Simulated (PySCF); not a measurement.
BH4ClO, singlet: at the start structure of a reaction step.

The script, run.py:

```python
import json, numpy as np
from pyscf import gto, scf, dft, mp, cc
EV, BOHR = 27.211386245988, 0.529177210903
mol = gto.M(atom="""
B -0.278617 -0.394681 0.505703
Cl 1.202036 -1.456770 0.237392
H -1.298806 -0.922074 0.167486
H -0.250979 0.189435 1.550284
H 0.754621 1.238319 -0.437914
O -0.100103 0.815239 -0.602623
H -0.037413 0.404191 -1.476353
""", basis="def2-tzvpp", charge=0, spin=0, max_memory=8670, verbose=0)
def mean_field(mol, dm=None):
    mf = dft.RKS(mol, xc="bhandhlyp").density_fit()
    mf.conv_tol = 1e-9; mf.grids.level = 4
    mf.kernel(dm0=dm)
    if not mf.converged: mf = mf.newton().run(mf.mo_coeff, mf.mo_occ)
    assert mf.converged
    return mf
def d4(mol):
    from pyscf.dispersion.dftd4 import DFTD4Dispersion
    real = gto.M(atom=[(mol.atom_pure_symbol(i), mol.atom_coord(i)) for i in range(7)], unit='B', charge=mol.charge, spin=None, basis='def2-svp', verbose=0)
    r = DFTD4Dispersion(real, xc="bhlyp", atm=True).get_dispersion(grad=True); return r["energy"], r["gradient"]
def energy_and_gradient(mol, dm=None):
    mf = mean_field(mol, dm); e, g = d4(mol)
    return mf, (mf.e_tot + e) * EV, (mf.nuc_grad_method().kernel()[:7] + g) * EV / BOHR
out = {}
mf = mean_field(mol); e = d4(mol)[0]
out.update(energy=(mf.e_tot + e) * EV, converged=True, dispersion=e * EV)
out['s2'] = mf.spin_square()[0]; out['nelec'] = mol.nelec
print(f"Total energy {out['energy']:.6f} eV, <S^2> {out['s2']:.4f}")
json.dump(out, open("out.json", "w"), default=float)
```

Command:

```bash
OMP_NUM_THREADS=4 python run.py
```

It printed (PySCF 2.14):

```
Total energy -15312.445623 eV, <S^2> 0.0000
```

The run took about 6.1 s on 4 CPU threads of an Arm Neoverse V2 (shared host).
